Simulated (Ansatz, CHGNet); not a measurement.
For rhombohedral A7 Bi, the machine-learned potential CHGNet-r²SCAN (trained on r²SCAN data) gives:

- lattice constant a = 4.945 Å
- lattice parameter c = 10.818 Å

What does r²SCAN-D4 (plane waves, PAW; Ansatz, a first-principles code) give for the same quantities?


- lattice constant a: 4.521 Å (falls by 8.6 %)
- lattice parameter c: 12.187 Å (increases by 13 %)

For comparison: lattice constant a 4.533 Å (measured, low temperature, zero-point motion not removed, hexagonal setting; as tabulated in Arnaud et al. (2016), arXiv:1602.08959); lattice parameter c 11.796 Å (measured, low temperature, zero-point motion not removed, hexagonal setting; as tabulated in Arnaud et al. (2016), arXiv:1602.08959).

Changes are worked out from the printed values.

Unless a cell is named, each level is at its own relaxed cell (CHGNet-r²SCAN 38.19, r²SCAN-D4 35.95 Å³/atom).

Levels without +SOC leave out spin–orbit coupling, which shifts energies and cells of such heavy elements.

Ansatz's density-functional and Hartree–Fock values are scalar-relativistic unless marked +SOC, with PAW data made under PBE.
